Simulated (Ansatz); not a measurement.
# C₃H₆F₂O: small, medium and large basis sets

One table from this session's results is given with a row withheld; the runs are named, their logs left out.

Computed with Ansatz 0.2.0, Gaussian basis. Level: one geometry, several basis sets.

The runs, in order: PBE0-D4/def2-SVP; ωB97M-V/def2-SVP; PBE0-D4/def2-QZVPP; ωB97M-V/def2-QZVPP; the functionals' def2-TZVPP values are taken from earlier runs.

**The relaxed structure**

An earlier PBE0-D4 in a triple-zeta def2 set relaxation fixed the geometry.

12 atoms, charge 0, spin multiplicity 1.

Atoms are counted from 1 here; the program's logs count them from 0.

Bond lengths: C1–C2 1.497 Å, C1–H7 1.091 Å, C1–H8 1.090 Å, C1–H9 1.090 Å, C2–F3 1.385 Å, C2–O4 1.390 Å, C2–H10 1.096 Å, O4–C5 1.378 Å, C5–F6 1.377 Å, C5–H11 1.090 Å, C5–H12 1.094 Å. Angles: C2–C1–H7 109.5°, C2–C1–H8 109.8°, C2–C1–H9 109.9°, H7–C1–H8 109.1°, H7–C1–H9 109.4°, H8–C1–H9 109.2°, C1–C2–F3 109.6°, C1–C2–O4 108.9°, C1–C2–H10 113.0°, F3–C2–O4 108.7°, F3–C2–H10 106.0°, O4–C2–H10 110.6°, C2–O4–C5 114.9°, O4–C5–F6 110.5°, O4–C5–H11 107.1°, O4–C5–H12 112.0°, F6–C5–H11 108.1°, F6–C5–H12 107.3° and more.

The first run:

Input file in.yaml:

```yaml
crystal:
  periodic: [false, false, false]
  atoms:
    - {symbol: C, position_ang: [0.301714, -0.817633, 1.569029]}
    - {symbol: C, position_ang: [0.379700, 0.119457, 0.403753]}
    - {symbol: F, position_ang: [1.692798, 0.217367, -0.026107]}
    - {symbol: O, position_ang: [-0.392600, -0.388356, -0.633885]}
    - {symbol: C, position_ang: [-0.600123, 0.481367, -1.682456]}
    - {symbol: F, position_ang: [-1.524608, 1.441481, -1.335560]}
    - {symbol: H, position_ang: [0.618513, -1.813587, 1.256421]}
    - {symbol: H, position_ang: [-0.724270, -0.868035, 1.934681]}
    - {symbol: H, position_ang: [0.951364, -0.466827, 2.370764]}
    - {symbol: H, position_ang: [0.067076, 1.139520, 0.652828]}
    - {symbol: H, position_ang: [-1.010281, -0.102881, -2.506392]}
    - {symbol: H, position_ang: [0.317817, 1.002827, -1.969276]}
basis:
  gaussian: {orbitals: def2-SVP}
hamiltonian: {xc: pbe0, dispersion: d4}
output: {orbitals: {seedname: orbitals}}
```

Among the steps run: PBE0-D4 in def2-SVP; ωB97M-V in def2-SVP; PBE0-D4 in def2-QZVPP; ωB97M-V in def2-QZVPP.

One table of the session follows, with a row left open; its other results are not shown here.

It belongs to the step «Density functionals: the series». 

| functional | basis | HOMO (eV) | LUMO (eV) |
| --- | --- | --- | --- |
| PBE0-D4 | def2-SVP | -9.12 | 2.18 |
| PBE0-D4 | def2-TZVPP | ? | ? |
| PBE0-D4 | def2-QZVPP | -9.32 | 0.95 |
| ωB97M-V | def2-SVP | -11.54 | 3.87 |
| ωB97M-V | def2-TZVPP | -11.71 | 2.99 |
| ωB97M-V | def2-QZVPP | -11.75 | 2.08 |

Estimate the missing values for PBE0-D4, def2-TZVPP.

**Answer.** HOMO (eV): -9.28; LUMO (eV): 1.54. In the column «HOMO (eV)» it lies between PBE0-D4, def2-QZVPP (-9.32) and PBE0-D4, def2-SVP (-9.12).
